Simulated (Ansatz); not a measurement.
Other spins and charges of GeH4⁺, doublet at one geometry

Geometry (PBE0/def2-TZVP stationary point for this spin, not checked as a minimum):

| atom | x (Å) | y (Å) | z (Å) |
| --- | --- | --- | --- |
| Ge | 0.0000 | 0.0000 | 0.0000 |
| H | 0.5613 | 1.0339 | 1.0326 |
| H | -0.5699 | -1.0297 | 1.0321 |
| H | -0.5592 | 1.0308 | -1.0368 |
| H | 0.5678 | -1.0351 | -1.0279 |

Basis cc-pVTZ; Ansatz 0.2.0. Only valence electrons are correlated (noble-gas cores and the filled d shells of p-block atoms frozen). R marks a restricted (for open shells ROHF) determinant, U an unrestricted one. Active spaces: valence = (7e, 8o) chosen from the atoms' valence shells. No spin–orbit coupling is included, and no scalar relativity.

Gaps are energies of the second state less the first, at fixed atoms, for a selection of the levels run; each method lands on the state that its own search finds for that charge and spin.

Quartet less doublet: 6.625 eV at UCCSDT(Q).

```csv
level,gap (eV),error (meV)
UMP2,6.445,-180
UCCSD,6.606,-19
UCCSD(T),6.624,-1
UCCSDT,6.625,0
NEVPT2 (valence space),6.597,-28
MRCISD+Q (valence space),6.658,33
PBE,6.599,-26
r2SCAN,6.552,-73
wB97M-V,6.819,194
RPA-PBE,6.772,147
```

Functionals correlate the shells that the reference freezes, so part of their error here is the reference's.

Full CI isn't at hand for all of this; UCCSDT(Q) serves as the reference, and is uncertain by about the last step of the cluster series. The frozen core follows each run's orbitals, which can shift R against U totals by a few meV for light atoms and by up to 0.1 eV past Ca.
